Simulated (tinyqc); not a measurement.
Inside a calculation (part 3 of 3). Method: UKS/BP86 in the sto-3g basis, for H2O, spin multiplicity 3. Computed by tinyqc, a small Python program that keeps every step (integrals from PySCF). Command: `OMP_NUM_THREADS=1 python tinyqc.py 27409 27410 out.jsonl` (the two numbers bound the seeds that draw the settings). One thread of a shared host (Intel(R) Xeon(R) Processor @ 2.60GHz), about 4 s of CPU time with the checks.

Geometry (angstrom):

| atom | x | y | z |
|---|---|---|---|
| O | 0.00000 | 0.00000 | 0.00000 |
| H | 0.00000 | 0.98000 | 0.58300 |
| H | 0.00000 | -0.96500 | 0.57400 |

## Convergence

Stop when the energy changes by less than 1e-09 hartree and every element of the error matrix X^T (F D S - S D F) X (for each spin) is below 9e-06.

Course of the cycle:

| iteration | E (hartree) | change | largest element of the error matrix |
|---|---|---|---|
| 1 | -29.3852502 | - | 1.40e-01 |
| 2 | -54.0554877 | -2.47e+01 | 1.22e-01 |
| 3 | -64.8998818 | -1.08e+01 | 1.46e-01 |
| 4 | -70.0241115 | -5.12e+00 | 1.74e-01 |
| 5 | -72.4452785 | -2.42e+00 | 2.06e-01 |
| 6 | -73.4623292 | -1.02e+00 | 2.42e-01 |
| 7 | -73.9472776 | -4.85e-01 | 2.61e-01 |
| 8 | -74.2566722 | -3.09e-01 | 2.59e-01 |
| 9 | -74.4151978 | -1.59e-01 | 2.57e-01 |
| 10 | -74.4977140 | -8.25e-02 | 2.84e-01 |
| 11 | -74.8253070 | -3.28e-01 | 1.94e-01 |
| 12 | -74.9709341 | -1.46e-01 | 1.01e-01 |
| 13 | -75.0270477 | -5.61e-02 | 5.33e-02 |
| 14 | -75.0521934 | -2.51e-02 | 3.03e-02 |
| ... | ... | ... | ... |
| 26 | -75.0762057 | -5.65e-06 | 7.60e-06 |
| 27 | -75.0762085 | -2.83e-06 | 3.80e-06 |
| 28 | -75.0762099 | -1.41e-06 | 1.90e-06 |
| 29 | -75.0762107 | -7.06e-07 | 9.50e-07 |
| 30 | -75.0762110 | -3.53e-07 | 4.75e-07 |
| 31 | -75.0762112 | -1.77e-07 | 2.38e-07 |
| 32 | -75.0762113 | -8.83e-08 | 1.19e-07 |
| 33 | -75.0762113 | -4.42e-08 | 5.94e-08 |
| 34 | -75.0762113 | -2.21e-08 | 2.97e-08 |
| 35 | -75.0762113 | -1.10e-08 | 1.48e-08 |
| 36 | -75.0762114 | -5.52e-09 | 7.42e-09 |
| 37 | -75.0762114 | -2.76e-09 | 3.71e-09 |
| 38 | -75.0762114 | -1.38e-09 | 1.86e-09 |
| 39 | -75.0762114 | -6.90e-10 | 9.28e-10 |

PySCF UKS in the same basis, fine grid, after a stability check = -75.0764217 hartree

Converged in 39 iterations. The coarse grid moves the energy by +2.10e-04 hartree.

## Populations, bond orders and dipole

D(alpha) after iteration 39:
```
           1O 1s     1O 2s   1O 2px    1O 2py    1O 2pz     2H 1s     3H 1s
1O 1s    1.06680  -0.30277  0.00000  -0.00226  -0.02290   0.06994   0.06668
1O 2s   -0.30277   1.42281  0.00000   0.01397   0.16002  -0.48573  -0.46869
1O 2px   0.00000   0.00000  1.00000   0.00000   0.00000   0.00000   0.00000
1O 2py  -0.00226   0.01397  0.00000   0.45626   0.01393   0.24402  -0.27057
1O 2pz  -0.02290   0.16002  0.00000   0.01393   1.07038  -0.22097  -0.19945
2H 1s    0.06994  -0.48573  0.00000   0.24402  -0.22097   0.79580   0.48071
3H 1s    0.06668  -0.46869  0.00000  -0.27057  -0.19945   0.48071   0.74895
```

D(beta) after iteration 39:
```
           1O 1s     1O 2s   1O 2px    1O 2py    1O 2pz     2H 1s     3H 1s
1O 1s    1.05353  -0.22549  0.00000  -0.00069   0.04698  -0.01643  -0.01581
1O 2s   -0.22549   0.97259  0.00000   0.00431  -0.24712   0.01786   0.01146
1O 2px   0.00000   0.00000  0.00000   0.00000   0.00000   0.00000   0.00000
1O 2py  -0.00069   0.00431  0.00000   0.48936   0.00657   0.25064  -0.25354
1O 2pz   0.04698  -0.24712  0.00000   0.00657   0.70221   0.23331   0.23586
2H 1s   -0.01643   0.01786  0.00000   0.25064   0.23331   0.21430  -0.04074
3H 1s   -0.01581   0.01146  0.00000  -0.25354   0.23586  -0.04074   0.22381
```

overlap S:
```
          1O 1s    1O 2s   1O 2px    1O 2py   1O 2pz    2H 1s     3H 1s
1O 1s   1.00000  0.23670  0.00000   0.00000  0.00000  0.03490   0.03638
1O 2s   0.23670  1.00000  0.00000   0.00000  0.00000  0.36309   0.37298
1O 2px  0.00000  0.00000  1.00000   0.00000  0.00000  0.00000   0.00000
1O 2py  0.00000  0.00000  0.00000   1.00000  0.00000  0.27947  -0.28525
1O 2pz  0.00000  0.00000  0.00000   0.00000  1.00000  0.16625   0.16967
2H 1s   0.03490  0.36309  0.00000   0.27947  0.16625  1.00000   0.13039
3H 1s   0.03638  0.37298  0.00000  -0.28525  0.16967  0.13039   1.00000
```

Mulliken: Z minus the diagonal of D S on the atom; Loewdin: the same with S^(1/2) D S^(1/2); Mayer order: 2 sum_s sum (D(s) S)_ij (D(s) S)_ji over the two atoms.

Charges (e):

| atom | Mulliken | Loewdin | Mulliken spin |
|---|---|---|---|
| 1O | 0.05687 | 0.11382 | 1.25968 |
| 2H | -0.03974 | -0.06733 | 0.39228 |
| 3H | -0.01713 | -0.04650 | 0.34804 |

Mayer bond orders:

| pair | order |
|---|---|
| 2-1 | 0.66119 |
| 3-1 | 0.69523 |
| 3-2 | 0.18335 |

dipole moment about the origin, x y z (debye): 0.00000  -0.12591  0.02447

<S^2> of the determinant (pure state: 2) = 2.00079
